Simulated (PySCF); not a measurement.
SMILES c1cc[p-]c1, [C4H4P]-, charge -1

Geometry:
```csv
atom,x (Å),y (Å),z (Å)
C1,-0.739,-0.649,-0.049
C2,0.656,-0.735,-0.048
C3,1.261,0.500,0.036
P4,0.113,1.812,0.115
C5,-1.187,0.651,0.034
H6,-1.399,-1.510,-0.107
H7,1.205,-1.671,-0.106
H8,2.332,0.663,0.052
H9,-2.230,0.944,0.049
```

Total charge -1.

Computed, not measured: PySCF, quadratic response wB97X-D/aug-cc-pVDZ first hyperpolarisability, Taylor convention, gas phase. Geometry: GFN2-xTB.

For a gas-phase anion, states above the detachment energy (about 2.2 eV, taken as minus the energy of the highest occupied orbital) lie in the continuum and depend on the basis.

Problem. Give β for the processes computed.

Solution. In au, Taylor convention; the vector part is βᵢ = ⅓ Σⱼ (βᵢⱼⱼ + βⱼᵢⱼ + βⱼⱼᵢ):
| process | λ (nm) | β vector norm | β HRS | depolarisation ratio |
| --- | --- | --- | --- | --- |
| static β(0;0,0) | ∞ | 1042.4 | 389.8 | 7.78 |
| second harmonic β(−2ω;ω,ω) | 1550 | 1267.7 | 475.7 | 7.53 |
| Pockels β(−ω;ω,0) | 1550 | 1109.5 | – | – |
| second harmonic β(−2ω;ω,ω) | 1064 | 1649.8 | 621.4 | 7.59 |
| Pockels β(−ω;ω,0) | 1064 | 1193.7 | – | – |
| Pockels β(−ω;ω,0) | 694.3 | 1466.2 | – | – |

Second harmonics within 0.3 eV of the first excitation or beyond it are left out.

Problem. Which lowest excitations and polarisabilities go with it?

Solution. S1 3.17 eV (f = 0.002); S2 3.43 eV (f = 0.000); S3 3.57 eV (f = 0.039); isotropic α 94.2 au static, 95.3 au at 1550 nm, 96.6 au at 1064 nm, 99.0 au at 775 nm, 100.4 au at 694.3 nm, 106.0 au at 532 nm.
